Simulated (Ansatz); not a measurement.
Basis-set extrapolation for `COC#N` (PBE0-D4/def2-TZVP geometry, frozen core, the Gaussian-basis code of Ansatz). Multiplicity 1, RHF reference.

```csv
,def2-TZVPP,def2-QZVPP
HF,-206.837446,-206.846495
MP2 correlation,-0.741135,-0.793250
CCSD(T) correlation,-0.788267,not run
```

Energies in hartree. Use E(X) = E(∞) + A·exp(−7.88·√X) for Hartree–Fock and E(X) = E(∞) + B·X^(−2.97) for correlation, with X = 3 and 4, and add CCSD(T) minus MP2 of the smaller set to the MP2 limit.

What is the CCSD(T) energy at the basis-set limit?

HF limit: -206.846495 + (-0.009049) × 0.13774 = -206.84774. MP2 limit: -0.793250 + (-0.052115) × 0.74074 = -0.83185. Higher-order term: -0.788267 − (-0.741135) = -0.04713. Total: -207.72672 hartree, 63.4 kcal/mol below CCSD(T)/def2-TZVPP.
